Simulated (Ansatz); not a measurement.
Compare A (`CCCCC(C)(C)C`) with its isomer B (`CC(C)(C)C(C)(C)C`).

Isolated molecules relaxed with PBE0-D4/def2-TZVP in Ansatz; ΔE leaves out vibrations. CCSD(T)/CBS is the MP2 limit (def2-TZVPP, def2-QZVPP) plus CCSD(T) − MP2 in def2-TZVPP, frozen cores. Functionals use def2-TZVPP. Each species was taken in one conformer, which may not be the lowest.

Question: Which isomer does CCSD(T)/CBS put lower? Give the gap. (An estimate is asked.)

Answer: Computed: A, by 3.3 kJ/mol.

Question: Give E(B) − E(A) in kJ/mol with BLYP-D4, ωB97M-V, MP2/def2-TZVPP, CCSD(T)/def2-TZVPP, r2SCAN-D4, PBE-D4, HF/def2-TZVPP. (Estimate.)

Answer: Ansatz gave: BLYP-D4 9.5, ωB97M-V 4.1, MP2/def2-TZVPP -3.8, CCSD(T)/def2-TZVPP 1.7, r2SCAN-D4 7.4, PBE-D4 10.0, HF/def2-TZVPP 35.6. The order is the other way round with MP2/def2-TZVPP.

Largest T1 diagnostic: 0.009.

Leaving LDA and LC-ωPBE aside and taking each functional with its dispersion term where it has one, the values, not all of them listed here, spread over 11.6 kJ/mol, from ωB97M-V to B2PLYP. LDA lies −22.1 kJ/mol from PBE without D4. In def2-TZVPP, CCSD(T) changes the Hartree–Fock value by −33.9 kJ/mol (the triples alone add −5.3 kJ/mol) and MP2 by −39.4 kJ/mol.
